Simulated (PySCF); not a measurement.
NH (triplet state).
Structure used (GFN2-xTB), in Å, numbered top down from 1:
```xyz
2
NH angstrom
N      0.5131   -0.0030   -0.0027
H     -0.5104    0.0042   -0.0114
```

The species is `[NH]` [triplet].

The calculation used UKS B3LYP, pcH-1 on H N, non-relativistic, mean-field spin-orbit, GIAO (PySCF). Spin–spin part from the singly occupied natural orbitals, spin–orbit part to second order with van Wüllen's prefactor. Isolated species at its GFN2-xTB geometry, gas phase. A GFN2-xTB geometry isn't a minimum of the functional, and hyperfine couplings can be far from their values at a DFT geometry.

Q: What zero-field splitting does the calculation give?

A: D = +1.869 cm⁻¹ and E = 0.000 cm⁻¹, with E given the sign of D (E/D = 0.00; 0 is axial, 1/3 the rhombic limit). Point group C∞v requires E = 0. Diagonalised alone, the spin–spin tensor gives D = +1.677, E = 0.000 and the spin–orbit tensor D = +0.192, E = 0.000 cm⁻¹; in size the spin–spin D is 8.7 times the other. The largest Mulliken spin population is on N1 (+2.06).

Q: What is D as a frequency, a field and a temperature?

A: D = +56.04 GHz = +1999 mT (with g_iso = 2.0031) = +2.690 K = +231.8 μeV.

Q: What are the three sublevel energies at zero field and the gaps between them?

A: With H = D(Sz² − 2/3) + E(Sx² − Sy²): Tz at -1.246 cm⁻¹, Tx at +0.623 cm⁻¹, Ty at +0.623 cm⁻¹. The gaps are |D| − |E| = 56.04 GHz, |D| + |E| = 56.04 GHz and 2|E| = 0.00 GHz.

Q: How are these sublevels filled in thermal equilibrium at 2 K and zero field?

A: kT = 1.39 cm⁻¹, so the Boltzmann shares are Tz 65.7 %, Tx 17.1 %, Ty 17.1 %.

Q: Where do the strong lines fall at 9.436 GHz with the field along each axis of D (isotropic g = 2.0031, hyperfine left aside, microwave field at right angles)?

A: From exact diagonalisation up to 4800 mT, keeping lines above a fifth of the strength of a high-field Δm = ±1 line:

| field along | resonance fields (mT) |
| --- | --- |
| x | 887 |
| y | 887 |
| z | 1662, 2336 |

Without D the line would be at 337 mT. The microwave quantum is 0.315 cm⁻¹, against |D| + |E| = 1.869 cm⁻¹.

Natural occupations around the open shell: 1.998, 1.000, 1.000, 0.002. The unrestricted determinant has ⟨S²⟩ = 2.0046 (exact 2.0000), so spin contamination is small.

Principal g values: 2.0022, 2.0036, 2.0036.
